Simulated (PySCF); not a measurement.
Method: PBE0-D3(BJ)/def2-TZVP (PySCF). All species are isolated molecules in the gas phase. 

Reference species (SMILES): `[SiH2]` (excited triplet) (neutral, multiplicity 3).

| Item | Result |
|---|---|
| dipole moment | 0.04 D |

Changed species: `[SiH]C#N` (excited triplet) (X = cyano, multiplicity 3; the reference has X = H, multiplicity 3).

Problem. What does the change do to the dipole moment?

Solution. the dipole moment rises by 3.49 D, to 3.53 D.
